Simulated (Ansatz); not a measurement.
`FC(F)C(F)F`, charge 0, multiplicity 1.

Question: Give a relaxed structure at PBE0-D4/def2-TZVP (the Gaussian-basis code of Ansatz). (Best estimate.)

Answer: Ansatz gave: 
Cartesian coordinates in Å:
```
F 1.1647 1.0124 0.8206
C 0.7607 0.0226 0.0001
F 1.2287 -1.1460 0.4813
C -0.7607 -0.0226 -0.0001
F -1.1646 -1.0115 -0.8218
F -1.2289 1.1465 -0.4797
H 1.1638 0.1923 -1.0035
H -1.1638 -0.1937 1.0032
```
Point group C2h.
